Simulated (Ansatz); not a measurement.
This geometry of C₂H₆Al (9 atoms, charge -1, multiplicity 1) is a first-order saddle point.

All numbers below come from RKS B3LYP-D4/def2-SVP (Ansatz).

```xyz
9
Properties=species:S:1:pos:R:3
C -1.344 1.078 -0.825
Al 0.287 0.642 -0.101
C 0.762 -1.184 0.648
H -2.200 0.385 -0.911
H -1.601 2.072 -1.231
H 1.535 1.690 0.015
H 0.670 -1.980 -0.115
H 1.797 -1.228 1.036
H 0.094 -1.475 1.482
```

(1) Which two structures does it join? (They come from a converged band through this point; their orientation in space is the band's.)

(2) How far does it lie above each of them?

## Answers

(1) No bond is made or broken. The dihedral C1–Al2–C3–H7 goes from 0 to 121°. The two ends are copies of one structure, up to a mirror image or an exchange of like atoms.

Image 0:

```xyz
9
Properties=species:S:1:pos:R:3
C -1.004 0.926 -1.337
Al 0.167 0.684 0.058
C 0.594 -1.104 0.900
H -1.568 0.113 -1.829
H -1.236 1.902 -1.796
H 0.995 1.892 0.780
H 0.038 -1.928 0.416
H 1.672 -1.354 0.830
H 0.342 -1.132 1.979
```

Image 6:

```xyz
9
Properties=species:S:1:pos:R:3
C -1.443 1.167 -0.456
Al 0.289 0.617 -0.186
C 0.822 -1.229 0.444
H -2.333 0.532 -0.297
H -1.734 2.175 -0.799
H 1.598 1.565 -0.425
H 1.484 -1.745 -0.280
H 1.377 -1.202 1.402
H -0.059 -1.880 0.598
```

(2) 3.0 kJ/mol above the first and 3.0 kJ/mol above the second. This is the barrier of this one path; another mechanism may lie lower. Limits of this set-up: an anion without diffuse functions, the dipole of an ion depends on the origin.

Run time: 110 s on 1 thread of Arm Neoverse N1, on a shared host, peak memory 0.14 GiB.
